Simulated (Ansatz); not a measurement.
A calculation on rhombohedral A7 Bi returned lattice constant a 4.519 Å, lattice parameter c 12.059 Å.

For reference: lattice constant a 4.533 Å (measured, low temperature, zero-point motion not removed, hexagonal setting; as tabulated in Arnaud et al. (2016), arXiv:1602.08959); lattice parameter c 11.796 Å (measured, low temperature, zero-point motion not removed, hexagonal setting; as tabulated in Arnaud et al. (2016), arXiv:1602.08959).

Problem. Which level of theory produced these numbers?
(A) PBE0 (Ansatz, a quantum-chemistry and plane-wave program)
(B) PBE-D4 (Ansatz)
(C) r²SCAN+rVV10 (Ansatz)
(D) r²SCAN (Ansatz)

Solution. C, r²SCAN+rVV10 (Ansatz)

The others give: r²SCAN 4.531 Å, 12.421 Å; PBE-D4 4.530 Å, 11.646 Å; PBE0 4.498 Å, 12.442 Å.

Unless a cell is named, each level is at its own relaxed cell (PBE-D4 34.49, PBE0 36.33, r²SCAN 36.80, r²SCAN+rVV10 35.54 Å³/atom).

Caveats: the cell comes from a level without a dispersion term, which matters for the spacing of layers, chains or molecules (r²SCAN, PBE0). Ansatz's density-functional and Hartree–Fock values are scalar-relativistic unless marked +SOC, with PAW data made under PBE.
